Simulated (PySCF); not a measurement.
Gas-phase reaction: 2 AlCl₂NH₂ → AlHCl₂ + AlH₂Cl + HCl + 2 N

Energies from PySCF, thermal terms from the rigid-rotor harmonic-oscillator model, ideal gas at 1 bar. † marks an energy on the PBE0/def2-TZVP geometry and frequencies; other levels use their own. MP2 and CCSD(T) freeze the core. 6-31G* has spherical d functions here. Open shells (unrestricted): N (multiplicity 4); the rest are closed-shell singlets. AlCl₂NH₂, AlHCl₂, AlH₂Cl: computed as isolated molecules; such fragments, hydroxides, amides, oligomers or adducts are transient or little studied in the gas. MP2 isn't extrapolated to the basis-set limit. CCSD(T) isn't extrapolated to the basis-set limit.

| level | ΔH°(298 K), kJ |
|---|---|
| CCSD(T)/def2-SVP† | 1197 |
| HF/6-31G* | 756 |
| M06-2X/def2-TZVP† | 1376 |
| MP2/def2-SVP† | ___ |
| PBE/def2-TZVP† | ___ |
| PBE0/def2-TZVP | 1356 |
| r2SCAN/def2-TZVP† | ___ |
| ωB97M-V/def2-TZVP† | ___ |

Q: Complete the blanks.

A: 
- MP2/def2-SVP†, ΔH°(298 K), kJ: 1265
- PBE/def2-TZVP†, ΔH°(298 K), kJ: 1409
- r2SCAN/def2-TZVP†, ΔH°(298 K), kJ: 1348
- ωB97M-V/def2-TZVP†, ΔH°(298 K), kJ: 1362
